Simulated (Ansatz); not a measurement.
Predict the output of the script below (Ansatz's Python interface).

The script, `cas.py`:
```python
# -*- coding: utf-8 -*-
"""Active-space calculation on H3O(+)."""

import logging
import sys

import ansatz as az

logging.basicConfig(stream=sys.stdout, format="[%(levelname)s] %(message)s")
logger = logging.getLogger("calc")
logger.setLevel(logging.INFO)

system = (
    az.Crystal.molecule()
    .atom("O", (0.19605, -0.06102, -0.0569))
    .atom("H", (0.21423, 0.91944, 0.01647))
    .atom("H", (-0.41341, -0.36662, -0.76568))
    .atom("H", (0.00313, -0.4918, 0.80612))
)

calc = (
    system.calculation()
    .basis(gaussian="6-31G*")  # the orbital basis, by name
    .charge(1)  # electrons removed from the neutral system
    .scf(lower_state_search="light")
    .correlation(active_electrons=6, active_orbitals=6)
)
for method in ["sc_nevpt2"]:
    rep = (calc if method is None else calc.correlation(method)).run().report
    space = rep["configurations"]
    state = space["states"][0]
    print(method or "casscf", f"total {rep['free_energy_ev'] / 27.211386246:.6f} Ha, active-space state {state['energy']['hartree']:.6f} Ha, mean field {rep['reference_energy_ev'] / 27.211386246:.6f} Ha")
    print("  determinants", state["n_determinants"], " natural occupations", [round(n, 3) for n in space["natural_occupations"]])
```

```console
$ python cas.py
sc_nevpt2 total -76.468515 Ha, active-space state -76.374940 Ha, mean field -76.288722 Ha
  determinants 400  natural occupations [1.981, 1.979, 1.979, 0.021, 0.021, 0.02]
```

These settings explore the input space; basis and method may be short of convergence. The geometry is a force-field or estimated start, not a minimum of this method, and the basis set is short of its limit. The active space starts as a window about the frontier orbitals and is then optimised, not chosen by chemistry. Run time: 1.4 s on 1 thread of AMD EPYC 7R43 64-Core Processor (Zen 3), with other jobs on the host, peak memory 0.14 GiB.

(A comment or docstring line of the script was reworded after the run, the code is as it ran; lines on the test bed's own set-up are left out of the output.)
